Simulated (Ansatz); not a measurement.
Input for Ansatz (development build ahead of 0.2.0):

```yaml
crystal:
  periodic: [false, false, false]
  atoms:
    - { symbol: Li, position_ang: [0.0398, -0.0278, -1.50068] }
    - { symbol: O, position_ang: [-0.03845, 0.02997, 0.31752] }
    - { symbol: H, position_ang: [0.03256, 0.79007, 0.8875] }
    - { symbol: H, position_ang: [-0.02796, -0.80487, 0.89904] }
basis:
  gaussian: { orbitals: cc-pVTZ }
total_charge: 1
hamiltonian:
  xc: hf
correlation:
  method: mp2
  frozen_orbitals: { H: 0, Li: 0, O: 1 }
```

The input is written out in the form of the current development build from the run's settings.

Results

```json
{
  "Converged": "yes",
  "Reference energy": "-83.34771 hartree",
  "Correlation energy": "-0.27431 hartree",
  "Total energy": "-83.62202 hartree",
  "Spin squared of the determinant": "0.000"
}
```
